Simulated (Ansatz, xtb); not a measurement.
## CH6NS+: which of two isomers lies lower

Structure I is `C[NH2+]S`, a singlet and structure II is `CS[NH3+]`, a singlet. Both are isolated ions in the gas phase, relaxed with PBE0-D3(BJ)/def2-SVP; the shapes shown needn't be the lowest conformers.

I (Å):

```yaml
atoms:
  - { symbol: C, position_ang: [-0.2812, 0.1084, 1.1803] }
  - { symbol: N, position_ang: [-0.3216, 0.7611, -0.1574] }
  - { symbol: S, position_ang: [-0.0629, 2.5425, -0.1881] }
  - { symbol: H, position_ang: [-0.5264, -0.9555, 1.0571] }
  - { symbol: H, position_ang: [-1.0117, 0.6028, 1.8316] }
  - { symbol: H, position_ang: [0.7281, 0.2154, 1.5964] }
  - { symbol: H, position_ang: [-1.2511, 0.6273, -0.5825] }
  - { symbol: H, position_ang: [0.3376, 0.3108, -0.8084] }
  - { symbol: H, position_ang: [1.1818, 2.4502, 0.3363] }
```

II (Å):

```csv
atom,x (Å),y (Å),z (Å)
C,-0.1882,-0.2397,1.4129
N,-0.0608,1.7253,-0.4903
S,0.4061,-0.0099,-0.2598
H,0.0684,-1.2926,1.6199
H,0.3470,0.3869,2.1410
H,-1.2802,-0.1375,1.4908
H,0.2272,2.0073,-1.4389
H,-1.0785,1.8740,-0.4202
H,0.4123,2.3543,0.1753
```

Quicker runs give these differences E(II) − E(I): GFN2-xTB +5.3 kJ/mol; HF/STO-3G −26.0 kJ/mol (at GFN2-xTB geometries); r2SCAN-D4/def2-SVP −17.6 kJ/mol (at GFN2-xTB geometries).

Q: Which of the two would you expect CCSD(T)/def2-TZVP electronic energies to favour?

A: Structure II; the calculation gives E(II) − E(I) = −20.1 kJ/mol.

The same difference at several levels:

```tsv
level	geometry	E(II) − E(I) (kJ/mol)	departure from the last row (kJ/mol)	job, with rough time for the two
GFN2-xTB	GFN2-xTB	+5.3	+25.3	optimisation, 0.3 s
HF/STO-3G	GFN2-xTB	−26.0	−5.9	single point, 1 s
r2SCAN-D4/def2-SVP	GFN2-xTB	−17.6	+2.5	single point, 7.8 s
PBE0-D3(BJ)/def2-SVP	PBE0-D3(BJ)/def2-SVP	−16.5	+3.6	optimisation, 47 s
HF/def2-TZVP	PBE0-D3(BJ)/def2-SVP	−18.1	+2.0	part of the CCSD(T) run
MP2/def2-TZVP	PBE0-D3(BJ)/def2-SVP	−23.2	−3.2	part of the CCSD(T) run
CCSD(T)/def2-TZVP	PBE0-D3(BJ)/def2-SVP	−20.1		single point, 47 s
```

As drawn, II has 1 C–S, 1 N–H in place of 1 C–N, 1 S–H.

GFN2-xTB puts the two in the other order. The largest departure from CCSD(T)/def2-TZVP is that of GFN2-xTB, 25.3 kJ/mol.

With harmonic frequencies from PBE0-D3(BJ)/def2-SVP (ideal gas, rigid rotor, one conformer each, 298.15 K, 1 atm): on the last row, ΔE + ΔZPE = −19.1, ΔH = −18.3, ΔG = −20.1 kJ/mol.

The correlated steps freeze 7 core orbitals. Mirror images aren't counted in ΔG. Codes used: Ansatz 0.2.0, xtb 6.7.1; the last row on 1 thread of AMD EPYC (Zen 3) on a shared host.
